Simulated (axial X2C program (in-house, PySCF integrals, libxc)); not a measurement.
## Testing model relations on LiF⁻

A bond curve at the CCSD(T) level, with spin–orbit coupling, was computed with an in-house all-electron X2C program for linear molecules (integrals from PySCF) (basis F dyall-av3z [7s6p3d2f], Li dyall-av3z [9s9p3d] (cores contracted in-house)) for the state Ω = 1/2 (⟨Sz⟩ = 0.50, ⟨Lz⟩ = 0.00 at HF). Its fit gives Re = 1.6311 Å, ωe = 770.4 cm⁻¹, ωexe = 9.14 cm⁻¹ and αe = 2.268e-02 cm⁻¹; the masses are 18.9984 and 7.0160 u. Two-component means X2C with spin–orbit coupling and atomic mean-field Coulomb and Gaunt terms.

Correlated methods: 9 electrons correlated (number of frozen shells: F 1 s; Li 1 s), 187 virtual spin orbitals or spinors in MP2, 85 natural virtuals in coupled cluster.

Task: Find the reduced mass, Be and the force constant.

Result: From the CCSD(T) values: μ = 5.1238 u. Be = 16.8576/(μ Re²) = 1.237 cm⁻¹. k = 5.8918×10⁻⁷ μ ωe² = 1.79 mdyn/Å.

Task: A Morse curve ties αe to the other constants (Pekeris). How well does that hold?

Result: αe(Morse) = 6Be²/ωe × (√(ωexe/Be) − 1) = 2.047e-02 cm⁻¹; the CCSD(T) curve gives 2.268e-02 cm⁻¹, a ratio of 0.90.

Task: Estimate the centrifugal constant by the Kratzer relation.

Result: D = 4Be³/ωe² = 1.27e-05 cm⁻¹.

Task: Estimate De from a Morse curve and compare with the computed well depth of 2.904 eV to F- + Li.

Result: De(Morse) = ωe²/(4ωexe) = 2.013 eV against 2.904 eV computed, a ratio of 0.69. The extrapolation falls short: long-range attraction (ionic or ion–induced dipole) or a change of character along the curve can cause this.

Task: Where do the fundamental and the first overtone lie?

Result: ν(1←0) = ωe − 2ωexe = 752.1 cm⁻¹; ν(2←0) = 2ωe − 6ωexe = 1486.0 cm⁻¹.

The state is one determinant whose occupation by symmetry is held fixed; it was picked as the lowest of a PBE0 search that is not exhaustive. Dissociation energies refer to the lowest single-determinant-based atoms at the same level and basis. CCSD and (T) use frozen natural virtuals with an MP2 correction for the truncation; (T) itself is uncorrected, so its De runs slightly low.
